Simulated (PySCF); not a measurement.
System: zinc-blende InSb. Method: MP2 (GTH pseudopotentials, Gaussian basis, DZ basis; PySCF).

The same calculation (at the measured cell, 33.996 Å³/atom) with different numerical settings:

| run | k mesh | correlation energy (eV/atom) | total energy (eV/atom) | rough time |
|---|---|---|---|---|
| 1 | 2×2×2 | -1.8287 | -851.0391 | 100 core-s |
| 2 | 3×3×3 | -2.0820 | -851.6269 | 5 core-min |
| 3 | 4×4×4 | -2.1912 | -851.7661 | 60 core-min |

In the column total energy (eV/atom) the first row differs from the last by +0.7270 and the next to last by +0.1392.

The last row is no converged limit: other settings stay fixed.
